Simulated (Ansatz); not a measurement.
# Al₃H (quintet): the correlation ladder, cc-pVDZ

The task here is to estimate one member of a computed series from the others.

Program: Ansatz 0.2.0, Gaussian basis. Level of theory: cc-pVDZ, core rule «outside noble gas», up to 15 orbitals frozen. These are calculated values, not measurements.

To be run: UHF; CCSD(T) on ROHF; CCSD(T) on UHF; BCCD(T) on ROHF; CISD as a restricted active space (open shells left free, so some higher excitations enter); CCSDT(Q) on ROHF; CCSDT(Q) on UHF; CASSCF and MRCISD+Q, 10 electrons in 11 orbitals; CASSCF and NEVPT2, 10 electrons in 11 orbitals.

23 further runs of the same task are left out: 10 that didn't finish, 13 set aside as unsound or not needed. Runs told in other sessions of the task aren't counted.

### The system

The geometry is a PBE0/def2-TZVP stationary point (not a proven minimum) of the parent state, kept for this charge and spin.

4 atoms, charge 0, spin multiplicity 5.

Atoms are counted from 1 here; the program's logs count them from 0.

Bond lengths: Al1–Al2 2.593 Å, Al1–H4 1.950 Å, Al2–Al3 2.593 Å, Al2–H4 1.874 Å, Al3–H4 1.950 Å. Angles: Al2–Al1–H4 46.1°, Al1–Al2–Al3 97.1°, Al1–Al2–H4 48.5°, Al3–Al2–H4 48.5°, Al2–Al3–H4 46.1°, Al1–H4–Al2 85.4°, Al1–H4–Al3 170.8°, Al2–H4–Al3 85.4°.

Coordinates:

```
Al    0.0000    0.5635    1.9433
Al    0.0000   -1.1538    0.0000
Al    0.0000    0.5635   -1.9433
H     0.0000    0.7202    0.0000
```

The first run:

Input file in.yaml:

```yaml
crystal:
  periodic: [false, false, false]
  atoms:
    - {symbol: Al, position_ang: [0.000000, 0.563450, 1.943331]}
    - {symbol: Al, position_ang: [0.000000, -1.153806, 0.000000]}
    - {symbol: Al, position_ang: [0.000000, 0.563450, -1.943331]}
    - {symbol: H, position_ang: [0.000000, 0.720211, 0.000000]}
basis:
  gaussian: {orbitals: cc-pVDZ}
magnetization: {spin_polarized: true, initial_magnetization: 4}
hamiltonian: {xc: hf}
output: {orbitals: {seedname: orbitals}}
```

The run is started by

```sh
$ ansatz run in.yaml --threads 1 --pin off --events-out ev --progress --plain --max-ram 2393MiB
```

Steps of the session up to this table: UHF; CCSD(T) on ROHF; CCSD(T) on UHF; BCCD(T) on ROHF; CISD as a restricted active space (open shells left free, so some higher excitations enter); CCSDT(Q) on ROHF; CCSDT(Q) on UHF; CASSCF and MRCISD+Q, 10 electrons in 11 orbitals; CASSCF and NEVPT2, 10 electrons in 11 orbitals.

One table of the session follows, with a row left open; its other results are not shown here.

| method | from RCCSDT(Q) (kcal/mol) |
| --- | --- |
| ROHF | +121.45 |
| UHF | +117.54 |
| RMP2 | +32.44 |
| UMP2 | +32.57 |
| CISD | +19.23 |
| RCCSD | +9.56 |
| UCCSD | ? |
| RCCSD(T) | +2.39 |
| UCCSD(T) | +2.41 |
| BCCD(T) | +2.34 |
| RCCSDT | +0.75 |
| UCCSDT | +0.70 |
| RCCSDT(Q) | 0 |
| UCCSDT(Q) | -0.05 |
| CASSCF frontier | +78.92 |
| NEVPT2 frontier | +23.41 |
| MRCISD frontier | +8.83 |
| MRCISD+Q frontier | +1.29 |

Estimate the missing values for UCCSD.

**Answer.** from RCCSDT(Q) (kcal/mol): +9.25. In the column «from RCCSDT(Q) (kcal/mol)» it lies between MRCISD frontier (+8.83) and RCCSD (+9.56).

Caveats from the session: Warnings: spin contamination; large T1 diagnostic. Restricted and unrestricted rows rest on different reference determinants; a gap between their highest levels can come from leftover correlation error, from unlike frozen cores or from another state.
